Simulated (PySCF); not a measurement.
Dissociation curve of N₂, singlet.

Methods: UHF/cc-pVDZ (PySCF); RHF/cc-pVDZ (PySCF); UKS-M06-2X = PySCF with unrestricted M06-2X/cc-pVDZ; RKS-M06-2X = restricted M06-2X/cc-pVDZ (PySCF); UKS-r2SCAN = unrestricted r2SCAN/cc-pVDZ (PySCF); RKS-r2SCAN = restricted r2SCAN/cc-pVDZ (PySCF); UKS-PBE0 = unrestricted PBE0/cc-pVDZ run with PySCF; RKS-PBE0 = PySCF with restricted PBE0/cc-pVDZ.

Scanned distances (Å): 0.81, 0.88, 0.92, 0.98, 1.01, 1.06, 1.09, 1.11, 1.17, 1.20, 1.26, 1.34, 1.48, 1.65, 1.82, 1.97, 2.19, 2.41, 2.67, 2.96, 3.30, 3.84, 4.33.

Where does the unrestricted solution first break spin symmetry (<S²> of 0.01 or more)?

UHF: between 1.11 and 1.17 Å; UKS-M06-2X: between 1.34 and 1.48 Å; UKS-r2SCAN: between 1.34 and 1.48 Å; UKS-PBE0: between 1.34 and 1.48 Å.

```tsv
R / Å	<S²> UHF	E(RHF) − E(UHF) / kcal/mol	<S²> UKS-M06-2X	E(RKS-M06-2X) − E(UKS-M06-2X) / kcal/mol	<S²> UKS-r2SCAN	E(RKS-r2SCAN) − E(UKS-r2SCAN) / kcal/mol	<S²> UKS-PBE0	E(RKS-PBE0) − E(UKS-PBE0) / kcal/mol
0.81	0.00	0.0	0.00	0.0	0.00	0.0	0.00	0.0
0.88	0.00	0.0	0.00	0.0	0.00	0.0	0.00	0.0
0.92	0.00	0.0	0.00	0.0	0.00	0.0	0.00	0.0
0.98	0.00	0.0	0.00	0.0	0.00	0.0	0.00	0.0
1.01	0.00	0.0	0.00	0.0	0.00	0.0	0.00	0.0
1.06	0.00	0.0	0.00	0.0	0.00	0.0	0.00	0.0
1.09	0.00	0.0	0.00	0.0	0.00	0.0	0.00	0.0
1.11	0.00	0.0	0.00	0.0	0.00	0.0	0.00	0.0
1.17	0.22	0.8	0.00	0.0	0.00	0.0	0.00	0.0
1.20	0.45	3.5	0.00	0.0	0.00	0.0	0.00	0.0
1.26	0.83	13.4	0.00	0.0	0.00	0.0	0.00	0.0
1.34	1.20	33.3	0.00	0.0	0.00	0.0	0.00	0.0
1.48	1.63	77.5	0.68	4.1	0.50	2.1	0.69	4.7
1.65	2.08	139.0	1.51	31.8	1.31	19.4	1.41	27.0
1.82	2.51	206.8	2.00	68.0	1.80	43.5	1.87	55.6
1.97	2.73	264.5	2.35	101.3	2.16	66.2	2.24	82.5
2.19	2.88	—	2.69	147.4	2.56	98.3	2.62	120.6
2.41	2.95	—	2.86	186.9	2.78	125.4	2.81	153.0
2.67	2.98	—	2.94	223.2	2.91	149.8	2.92	182.5
2.96	3.00	—	2.98	252.8	2.97	168.7	2.97	206.4
3.30	3.01	—	3.00	276.9	2.99	183.0	2.99	225.5
3.84	3.01	—	3.00	301.3	3.00	194.9	3.00	243.4
4.33	3.01	—	3.00	314.5	3.01	199.5	3.00	252.0
```

Dashes: no converged value, or the column stops at the first point that the program doubted or that broke a chosen test of continuity, which isn't proof of a fault.
